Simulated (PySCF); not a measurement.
A GIAO shielding run with PySCF 2.14.0 with density-fitted response routines (density fitting, non-relativistic, gas phase) on 1,2,5-Thiadiazole (c1cnsn1, C₂H₂N₂S):

```
$ OMP_NUM_THREADS=1 python probes_run.py task.json out

{"job": {"kind": "nmr", "xc": "B97-2", "basis": "pcSseg-2", "pop": false}, "charge": 0, "multiplicity": 1}
C     -0.208067     0.698568     0.360773
C     -0.225904    -0.715410     0.331836
N      0.406890    -1.229374    -0.702441
S      0.977636     0.015715    -1.566994
N      0.437484     1.238459    -0.652151
H     -0.661904     1.328576     1.115236
H     -0.695558    -1.364169     1.060219
```

Hardware: 1 thread of an Arm Neoverse V1, shared host. The job also computes ring-centre shieldings.

**Question.** How large is the calculation?

**Answer.** 44 electrons, 215 basis functions and 608 auxiliary functions.

**Question.** How long does it take, and how much memory does it need?

**Answer.** 15 s of wall time, with 14 SCF cycles and 5 response iterations; peak memory 0.82 GiB. Times on a shared host scatter by some tens of per cent.

**Question.** And these other runs on the same molecule and hardware: GIAO shielding at KT3/pcSseg-2; GIAO shielding at PBE0/pcSseg-2; GIAO shielding at wB97X-D/pcSseg-2?

**Answer.** KT3/pcSseg-2: 215 functions, 23 s; PBE0/pcSseg-2: 215 functions, 18 s; wB97X-D/pcSseg-2: 215 functions, 20 s.
